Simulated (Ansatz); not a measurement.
C$_{3}$H$_{6}$ClF, SMILES `CCC(F)Cl`, 11 atoms. Total charge 0; spin multiplicity 1. All runs use 4 threads of an Arm Neoverse N1 on a shared host. Correlated methods freeze the cores.

Question: Give the basis size and wall time and peak host memory of each of these runs in Ansatz. RKS ωB97M-V/def2-SVP energy; RKS PBE0-D4/def2-TZVP frequencies; RKS PBE0-D4/def2-QZVPP energy; RHF-CCSD(T)/def2-SVP energy; RKS B97M-V/def2-TZVPP energy; RHF-CCSD(T)/def2-TZVPP energy; RKS ωB97M-V/def2-QZVPP energy; direct RPA on PBE orbitals/def2-TZVPP energy; RKS PBE0-D4/def2-SVP energy; RKS HSE06 (plane-wave form)-D4/def2-TZVPP energy; RHF-MP2/def2-QZVPP energy; RKS ωB97M-V/def2-TZVPP energy and forces. (An estimate is asked.)

Answer: Computed: Other jobs shared the machine, so times are rough.

| level | job | functions | wall time | peak host memory (GiB) |
| --- | --- | --- | --- | --- |
| RKS PBE0-D4/def2-SVP | energy | 104 | 1.5 s | 0.23 |
| RKS HSE06 (plane-wave form)-D4/def2-TZVPP | energy | 250 | 5 s | 0.63 |
| RKS ωB97M-V/def2-SVP | energy | 104 | 6 s | 0.31 |
| RHF-CCSD(T)/def2-SVP | energy | 104 | 8 s | 0.49 |
| direct RPA on PBE orbitals/def2-TZVPP | energy | 250 | 8.5 s | 0.62 |
| RKS PBE0-D4/def2-QZVPP | energy | 478 | 13 s | 1.7 |
| RKS B97M-V/def2-TZVPP | energy | 250 | 15 s | 0.4 |
| RKS ωB97M-V/def2-TZVPP | energy and forces | 250 | 16 s | 0.89 |
| RKS ωB97M-V/def2-QZVPP | energy | 478 | 30 s | 2 |
| RHF-MP2/def2-QZVPP | energy | 478 | 36 s | 3.1 |
| RKS PBE0-D4/def2-TZVP | frequencies | 197 | 3.8 min | 0.53 |
| RHF-CCSD(T)/def2-TZVPP | energy | 250 | 4.4 min | 5.6 |
